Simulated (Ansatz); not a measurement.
# CH₆Si (triplet): wave-function methods side by side at distance Si1–H5 along a hydrogen transfer = 1.742 Å, cc-pVDZ

How much of the correlation energy of CH₆Si (triplet) does each wave-function method recover here?

Computed with Ansatz 0.2.0, Gaussian basis. Level: cc-pVDZ, core rule «outside noble gas», up to 6 orbitals frozen.

Plan: UHF; CCSD(T) on ROHF; CCSD(T) on UHF; BCCD(T) on ROHF; CISD; CCSDT(Q) on ROHF; CCSDT(Q) on UHF; CASSCF and MRCISD+Q, 4 electrons in 4 orbitals; CASSCF and NEVPT2, 4 electrons in 4 orbitals; CASSCF and MRCISD+Q, 10 electrons in 10 orbitals; CASSCF and NEVPT2, 10 electrons in 10 orbitals.

### Step 1. The geometry

The geometry derives from fragments relaxed apart (PBE0/def2-TZVP) and kept rigid, so it is no stationary point. A hydrogen atom is moved between rigid fragments.

8 atoms, charge 0, spin multiplicity 3.

Atoms are counted from 1 here; the program's logs count them from 0.

Bond lengths: Si1–H2 1.485 Å, Si1–H3 1.485 Å, Si1–H4 1.485 Å, H5–C6 1.193 Å, C6–H7 1.079 Å, C6–H8 1.079 Å. Angles: H2–Si1–H3 109.5°, H2–Si1–H4 109.5°, H3–Si1–H4 109.5°, H5–C6–H7 112.6°, H5–C6–H8 112.6°, H7–C6–H8 134.8°.

### Step 2. UHF

Input file in.yaml:

```yaml
crystal:
  periodic: [false, false, false]
  atoms:
    - {symbol: Si, position_ang: [-0.915896, 0.000000, 0.000000]}
    - {symbol: H, position_ang: [-1.410768, 1.399708, 0.000000]}
    - {symbol: H, position_ang: [-1.410767, -0.699854, 1.212183]}
    - {symbol: H, position_ang: [-1.410768, -0.699854, -1.212182]}
    - {symbol: H, position_ang: [0.826104, 0.000000, 0.000000]}
    - {symbol: C, position_ang: [2.019104, 0.000000, -0.000001]}
    - {symbol: H, position_ang: [2.433572, 0.000000, 0.996160]}
    - {symbol: H, position_ang: [2.433572, 0.000000, -0.996162]}
basis:
  gaussian: {orbitals: cc-pVDZ}
magnetization: {spin_polarized: true, initial_magnetization: 2}
hamiltonian: {xc: hf}
output: {orbitals: {seedname: orbitals}}
```

Launch:

```sh
$ ansatz run in.yaml --threads 1 --pin off --events-out ev --progress --plain --max-ram 2816MiB --backend cpu
```

The runs that follow: CCSD(T) on ROHF; CCSD(T) on UHF; BCCD(T) on ROHF; CISD; CCSDT(Q) on ROHF; CCSDT(Q) on UHF; CASSCF and MRCISD+Q, 4 electrons in 4 orbitals; CASSCF and NEVPT2, 4 electrons in 4 orbitals; CASSCF and MRCISD+Q, 10 electrons in 10 orbitals; CASSCF and NEVPT2, 10 electrons in 10 orbitals.

Before running them: what should the planned runs give, taken together? Wanted: UCCSDT(Q) below the RHF energy; RMP2 from UCCSDT(Q); UMP2 from UCCSDT(Q); RCCSD from UCCSDT(Q); RCCSD(T) from UCCSDT(Q); UCCSD(T) from UCCSDT(Q); RCCSDT(Q) from UCCSDT(Q); MRCISD+Q frontier from UCCSDT(Q); T1 diagnostic.

The runs gave:

| quantity | value |
| --- | --- |
| UCCSDT(Q) below the RHF energy | -8.1365 eV |
| RMP2 from UCCSDT(Q) | +35.04 kcal/mol |
| UMP2 from UCCSDT(Q) | +35.90 kcal/mol |
| RCCSD from UCCSDT(Q) | +4.79 kcal/mol |
| RCCSD(T) from UCCSDT(Q) | +0.87 kcal/mol |
| UCCSD(T) from UCCSDT(Q) | +0.89 kcal/mol |
| RCCSDT(Q) from UCCSDT(Q) | +0.02 kcal/mol |
| MRCISD+Q frontier from UCCSDT(Q) | +1.08 kcal/mol |
| levels within 1 kcal/mol (43 meV) | RCCSD(T), UCCSD(T), BCCD(T), RCCSDT, UCCSDT, RCCSDT(Q) |
| T1 diagnostic | 0.019 |

In words: RCCSD(T) lands +0.87 kcal/mol from the yardstick (0.5 % of the correlation energy). These misses are within one basis, not against nature; the frozen cores of restricted and unrestricted runs differ, which can shift their rows.
